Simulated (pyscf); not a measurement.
H₃C–ZnH (SMILES [CH3][ZnH]) + NH₃ (SMILES N) -> H₃C–Zn–NH₂ (SMILES [CH3][Zn][NH2]) + H₂ (SMILES [H][H]), a four-centre exchange (singlet surface; H–Zn, H–N broken, N–Zn, H–H formed). Optimised with ωB97X-D3(BJ)/def2-SVP in PySCF. Energies in eV from the separated reactants.

GFN2-xTB: tblite. 

**Question.** Quick GFN2-xTB single points give ΔE‡ = 1.42 eV and ΔE = +0.89 eV. What does ωB97M-D3(BJ)/def2-TZVP give, and how far is the quick result from it?

**Answer.** ωB97M-D3(BJ)/def2-TZVP gives ΔE‡ = 1.15 eV and ΔE = +0.07 eV. GFN2-xTB lies 0.27 eV over it in the barrier and 0.82 eV over it in the reaction energy, so on this step it does not hold to within 0.13 eV. ωB97M-D3(BJ)/def2-TZVP has limits of its own. On the reactant side the descent ends in an adduct with a N–Zn contact, 0.50 eV under the separated species and 1.58 eV under the saddle at ωB97X-D3(BJ)/def2-TZVP. What is counted as formed (N–Zn) is already present as a longer contact in the reactant adduct; forming that adduct is a step of its own. At the saddle there is also a short H–Zn contact that neither side keeps. One saddle was located; it need not be the lowest between these sides. In the def2 sets elements up to Kr have no core potential.
